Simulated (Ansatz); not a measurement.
## HB–NH$_{2}$, doublet: stretch scan

Starting geometry (PBE0/def2-TZVP stationary point for this spin, not checked as a minimum):

```xyz
5

B     0.0000   -0.1798    0.7865
N     0.0000    0.0674   -0.5650
H     0.0000    0.6578    1.6392
H     0.0000    0.9957   -0.9652
H     0.0000   -0.6620   -1.2589
```

From there N2, H4, H5 move together along the line of the two atoms named below, all else staying in place; atoms are numbered as listed. Energies are in kcal/mol, counted from the starting geometry at the same level.

Basis cc-pVDZ; Ansatz 0.2.0. Only valence electrons are correlated (noble-gas cores frozen). R marks a restricted (for open shells ROHF) determinant, U an unrestricted one.

Unrestricted rows (U) aren't spin-pure: their determinants' ⟨S²⟩ exceeds S(S+1) by up to 0.49, so they mix in states of higher spin. Coupled cluster chose its determinant by trial CCSD, here up to 0.26 eV above the lowest Hartree–Fock solution of its kind, and MP2 stands on that determinant too. A value is left out where its run failed or describes another state than the reference as far as symmetry and spin tell, or, spin-broken singlets apart, can't be checked. The reference follows the lowest state, whose symmetry changes from A' to A'' between 1.926 and 2.523.

Full CI isn't at hand for all of this; UCCSDT(Q) serves as the reference, and is uncertain by about the last step of the cluster series. The frozen core follows each run's orbitals, which can shift R against U totals by a few meV.

| distance B1-N2 (Å) | UCCSDT(Q) | error RMP2 | error UMP2 | error RCCSD | error UCCSD | error UCCSD(T) | error RCCSDT(Q) |
| --- | --- | --- | --- | --- | --- | --- | --- |
| 1.118 | 65.5 | -1.0 | -0.9 | -0.6 | -0.6 | -0.1 | 0.0 |
| 1.253 | 12.5 | -0.5 | -0.5 | -0.3 | -0.3 | -0.1 | 0.0 |
| 1.374 | 0.0 | 0.0 | 0.0 | 0.0 | 0.0 | 0.0 | 0.0 |
| 1.532 | 7.6 | 0.8 | 0.7 | 0.5 | 0.5 | 0.1 | 0.0 |
| 1.696 | 27.6 | 1.9 | 1.7 | 1.3 | 1.3 | 0.4 | 0.1 |
| 1.926 | 60.4 | 4.0 | 3.8 | 2.8 | 2.8 | 1.0 | 0.2 |
| 2.244 | – | – | – | – | – | – | – |
| 2.523 | 121.8 | 12.3 | 15.1 | -0.9 | -0.8 | 0.2 | 0.0 |
| 3.021 | 118.8 | 12.2 | 15.2 | -1.6 | -1.5 | 0.0 | 0.0 |
| 3.709 | 117.7 | 12.0 | 15.1 | -1.9 | -1.8 | 0.0 | 0.0 |
| 4.746 | 117.8 | 11.9 | 15.0 | -2.0 | -1.9 | 0.0 | 0.0 |

Errors are those of relative energies. In total energy the starting point itself misses UCCSDT(Q) by: RMP2 20.2, UMP2 20.1, RCCSD 5.0, UCCSD 5.0, UCCSD(T) 0.7, RCCSDT(Q) 0.0 kcal/mol.

Spread of the error over the points with a reference, to 4.746 Å (largest less smallest): RCCSDT(Q) 0.3, UCCSD(T) 1.1, UCCSD 4.7, RCCSD 4.8, RMP2 13.3, UMP2 16.2 kcal/mol.

Going outwards, the relative energy of RMP2 first misses by more than 1.0 kcal/mol at 1.696 Å.

Going outwards, the relative energy of UMP2 first misses by more than 1.0 kcal/mol at 1.696 Å.

Going outwards, the relative energy of RCCSD first misses by more than 1.0 kcal/mol at 1.696 Å.

Going outwards, the relative energy of UCCSD first misses by more than 1.0 kcal/mol at 1.696 Å.
